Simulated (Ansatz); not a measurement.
**CH3NaSi: a rigid scan of the bond length Si3–H5**

An exercise on one series of results from a longer session: the logs are not shown, and one member is left open.

Computed with Ansatz 0.2.0, Gaussian basis. Level: single points in def2-TZVPP.

Levels: PBE-D4, r2SCAN-D4, PBE0-D4, B3LYP-D4, wB97M-V, Hartree-Fock, MP2, CCSD, CCSD(T). The scan takes 1.344, 1.374, 1.418, 1.469, 1.526, 1.587, 1.652, 1.720, 1.792 Å.

Cores are frozen in the correlated methods. The outer core shell of Li, Na, Mg and K is correlated. B3LYP uses VWN-RPA correlation.

19 further runs of the same task are left out: 19 set aside as unsound or not needed.

**The system as given**

The minimum, relaxed at PBE0-D4: SMILES `[Na][CH]=[SiH2]`, 6 atoms, charge 0, spin multiplicity 1.

Atoms are counted from 1 here; the program's logs count them from 0.

Bond lengths: Na1–C2 2.248 Å, Na1–Si3 3.366 Å, C2–Si3 1.700 Å, C2–H4 1.092 Å, Si3–H5 1.493 Å, Si3–H6 1.497 Å. Angles: C2–Na1–Si3 26.9°, Na1–C2–Si3 116.3°, Na1–C2–H4 126.5°, Si3–C2–H4 117.2°, Na1–Si3–C2 36.8°, Na1–Si3–H5 83.2°, Na1–Si3–H6 167.9°, C2–Si3–H5 120.0°, C2–Si3–H6 131.2°, H5–Si3–H6 108.9°.

Coordinates:

```csv
atom,x (Å),y (Å),z (Å)
Na1,-1.8246,-0.8040,-1.6934
C2,-0.4067,-0.8144,0.0510
Si3,0.5363,0.5836,0.2635
H4,-0.2663,-1.6249,0.7693
H5,0.3945,1.7299,-0.6827
H6,1.5669,0.9298,1.2923
```

Energies of the minimum (eV), from earlier single points: PBE-D4 -13369.47347, r2SCAN-D4 -13375.85585, PBE0-D4 -13370.62108, B3LYP-D4 -13379.35784, wB97M-V -13376.40784, CCSD(T) -13356.69044.

At the minimum the bond length Si3–H5 is 1.493 Å.

The first run:

Contents of ccsdt-tzvpp/in.yaml:

```yaml
crystal:
  periodic: [false, false, false]
  atoms:
    - {symbol: Na, position_ang: [-1.824585, -0.803997, -1.693425]}
    - {symbol: C, position_ang: [-0.406745, -0.814418, 0.051019]}
    - {symbol: Si, position_ang: [0.536268, 0.583635, 0.263489]}
    - {symbol: H, position_ang: [-0.266343, -1.624897, 0.769276]}
    - {symbol: H, position_ang: [0.408683, 1.615445, -0.588229]}
    - {symbol: H, position_ang: [1.566870, 0.929810, 1.292313]}
basis:
  gaussian: {orbitals: def2-TZVPP}
correlation: {method: ccsd_t}
```

The command line of these runs was not kept.

Among the steps run: Si3–H5 = 1.344 Å; Si3–H5 = 1.374 Å; Si3–H5 = 1.418 Å; Si3–H5 = 1.469 Å; Si3–H5 = 1.526 Å; Si3–H5 = 1.587 Å; Si3–H5 = 1.652 Å; Si3–H5 = 1.720 Å; Si3–H5 = 1.792 Å.

One of the session's tables, all rows but one given; the rest of the session is left out.

Energies less that of the minimum at the same level (eV):

```
bond length (Å)  PBE-D4  PBE0-D4  B3LYP-D4  wB97M-V  Hartree-Fock
          1.344   0.257    0.237     0.218    0.213         0.214
          1.374   0.161    0.144     0.130    0.126         0.124
          1.418   0.064    0.054     0.045    0.042         0.040
          1.469       ?        ?         ?        ?             ?
1.493 (minimum)   0.000    0.000     0.000    0.000         0.000
          1.526   0.004    0.009     0.012    0.014         0.016
          1.587   0.050    0.065     0.073    0.079         0.088
          1.652   0.143    0.171     0.182    0.192         0.211
          1.720   0.276    0.318     0.329    0.348         0.379
          1.792   0.442    0.499     0.508    0.540         0.587
```

Estimate the missing values for bond length (Å) = 1.469.

**Answer.** PBE-D4: 0.009; PBE0-D4: 0.005; B3LYP-D4: 0.003; wB97M-V: 0.002; Hartree-Fock: 0.000.

Caveats from the session: A polynomial through the near points puts the CCSD(T) minimum 0.005 Å below the PBE0-D4 value.
